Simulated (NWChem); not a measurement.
## A convergence study on C2F3N (cyanotrifluoromethane)

C2F3N: 6 atoms, total charge 0, spin state singlet. As SMILES, `N#CC(F)(F)F`. The shape is that of a PBE0-D4/def2-TZVP optimisation.

```xyz
6

N     1.0221   -1.7051    0.8935
C     0.4862   -0.8106    0.4178
C    -0.2064    0.3456   -0.1972
F    -1.3160   -0.0558   -0.8023
F     0.5815    0.9270   -1.0915
F    -0.5252    1.2348    0.7336
```

Program: NWChem 7.3.0. Method: SVWN5/def2-SVP. Swept: integration grid. Watched: the total energy. Each run: energy. Hardware: 1 thread of Intel Xeon Platinum 8488C (Sapphire Rapids), shared host.

Deviations are taken from the sweep's last point, which isn't the limit.

```csv
integration grid,energy (Eh),from the best (mEh),wall time
lebedev 20 3,-409.533115,+17598.887,5.4 s
lebedev 35 6,-427.132105,-0.102,5.7 s
lebedev 50 8,-427.131994,+0.009,5.7 s
lebedev 75 11,-427.132004,-0.002,6.3 s
lebedev 99 14,-427.132003,0.000,7.8 s
lebedev 150 18,-427.132003,0.000,14 s
```

Which is the coarsest setting good to 2 mEh?

lebedev 35 6: it is 0.102 mEh off and takes 5.7 s, against 14 s for lebedev 150 18.

Which is the coarsest setting good to 0.1 mEh?

lebedev 50 8: it is 0.009 mEh off and takes 5.7 s, against 14 s for lebedev 150 18.
